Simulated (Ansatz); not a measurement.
Born–Oppenheimer molecular dynamics of CHNS (4 atoms, charge 0, multiplicity 1). It starts from a relaxed structure.

Theory: Ansatz 0.2.0, UKS PBE0-D4/def2-SVP.

```json
{"ensemble": "NVE (velocity Verlet)", "time step": "0.5 fs", "steps asked": "166", "starting velocities drawn for": "500 K", "seed": "645999"}
```

First frame:

```xyz
4
Properties=species:S:1:pos:R:3
N 0.990 -0.254 1.474
C 0.379 -0.280 0.486
S -0.495 -0.419 -0.957
H -0.818 0.893 -1.023
```

Problem. How far do the bonds stretch over the last three quarters of this one trajectory? (Pairs bonded in most of those frames.)

Solution. 
```csv
bond,mean (Å),spread (Å),shortest,longest
N1–C2,1.161,0.016,1.14,1.19
C2–S3,1.691,0.026,1.65,1.74
S3–H4,1.358,0.037,1.30,1.41
```

Mean temperature of the second half: 251 K. The conserved energy stayed within 0.24 meV per atom of its start (net change 0.23 meV per atom), so the integration is sound. The temperature averaged 0.50 of the 500 K drawn at the start: a run that starts near a minimum puts about half its kinetic energy into the potential. A run of 0.083 ps of so small a system gives no equilibrium averages.

Time of the run: 3.8 min on 1 CPU thread of a shared host.
